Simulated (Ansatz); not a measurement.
Molecule: Si₂H₆, net charge 1, doublet state. 
Structure (B3LYP-D3(BJ)/def2-TZVP (Ansatz, an electronic-structure program) minimum search):
```
Si
H 1 1.4708
H 1 1.4708 2 118.16
H 1 1.4708 2 118.16 3 -153.34
Si 1 2.7729 2 97.86 3 103.33
H 5 1.4708 1 97.86 2 -178.94
H 5 1.4708 6 118.16 1 -103.33
H 5 1.4708 6 118.16 7 -153.34
```
Charge +1, spin multiplicity 2.

Basis-set convergence of Hartree-Fock and MP2 correlation energies (hartree) with Ansatz. Correlated levels leave the core frozen unless marked. Open shells are spin-unrestricted. No spin-orbit coupling. Non-relativistic.

```json
[
 {"basis": "cc-pV(D+d)Z", "functions": "76", "E(HF)": "-581.03329", "E(corr, MP2)": "-0.18587"},
 {"basis": "cc-pV(T+d)Z", "functions": "162", "E(HF)": "…", "E(corr, MP2)": "…"}
]
```

Task: Fill in the missing entries.

Result: 
- cc-pV(T+d)Z, E(HF): -581.06103
- cc-pV(T+d)Z, E(corr, MP2): -0.22835
